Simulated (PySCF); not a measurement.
Molecule (SMILES): [SiH3]C (CH3-SiH3).
Geometry (B3LYP-D3(BJ)/def2-TZVP, fixed):
```
Si
H 1 1.4834
H 1 1.4834 2 108.30
H 1 1.4834 2 108.30 3 -117.24
C 1 1.8761 2 110.62 4 -121.38
H 5 1.0915 1 110.87 2 60.00
H 5 1.0915 6 108.04 1 -121.68
H 5 1.0915 6 108.04 7 -116.65
```
Charge 0, spin multiplicity 1.

Basis-set convergence of the lowest singlet excitation energy at PBE0 with PySCF. Tamm-Dancoff approximation; the state is taken by its order, and sets in which it differs in degeneracy or brightness are left out, yet its character can still change. All functions are spherical. Density fitting with generated auxiliary sets. No added dispersion term, no relativity. Reference: the value in aug-pcseg-2, 7.998 eV, itself unsure by roughly 0.004 eV (its distance from aug-cc-pV(T+d)Z). Deviations are taken from unrounded values. Cost is core time over that of 6-311+G**, rough, on shared machines of one kind.

```tsv
basis	functions	lowest singlet excitation energy (eV)	minus reference (eV)	cost
6-311+G**	88	8.165	0.167	1×
def2-SVPD	92	8.502	0.504	1×
aug-cc-pV(D+d)Z	109	8.021	0.023	2×
6-311++G(2d,2p)	122	8.056	0.058	2×
pcseg-2	148	8.403	0.405	4×
jun-cc-pV(T+d)Z	171	8.095	0.097	3×
def2-TZVPPD	187	8.222	0.224	4×
aug-pcseg-2	234	7.998	0.000	8×
aug-cc-pV(T+d)Z	239	8.002	0.004	9×
```
